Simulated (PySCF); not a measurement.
Structure problem from calculated spectra and properties.

Formula: CH3NSi.

- NMR, other nuclei: isotropic shieldings of nuclei other than C and H, by class: -109 (1 N), 442 (1 Si) ppm [GIAO PBE0/pcSseg-2]
- Dipole: 3.54 D [PBE0/pcSseg-2]
- 13C NMR: chemical shifts (computed TMS as zero) by class: 125.5 (1 C) ppm [GIAO PBE0/pcSseg-2]
- 1H NMR: chemical shifts (computed TMS as zero) by class: 4.28 (3 H) ppm [GIAO PBE0/pcSseg-2]
- Rotational structure: rotational constants A, B, C: 84.018, 4.987, 4.987 GHz [PBE0-D3(BJ)/def2-TZVP]

Electronic properties: PySCF, gas phase, density fitting. Levels stand in brackets. Geometry: PBE0-D3(BJ)/def2-TZVP; no solvent, vibrations or thermal averaging. NMR values are class means; diastereotopic atoms form classes of their own.

**Question.** Propose a structure and show how it fits.

**Answer.** Numbering: `[N:1]#[C:2][SiH3:3]`. Its formula, CH3NSi, gives 2 degrees of unsaturation: 0 rings and 2 π bonds in the structure found. The one carbon: cyano carbon [C2] (125.5 ppm). All hydrogens form one class (4.28 ppm): Si–H hydrogen. The other shieldings belong to: -109 ppm, cyano nitrogen [N1]; 442 ppm, SiH3 silicon [Si3]. The optimised geometry has point group C3v and is a prolate symmetric top. Structure: silyl cyanide (`N#C[SiH3]`). The assignments are read from this structure; whether some other isomer fits the data as well wasn't checked.
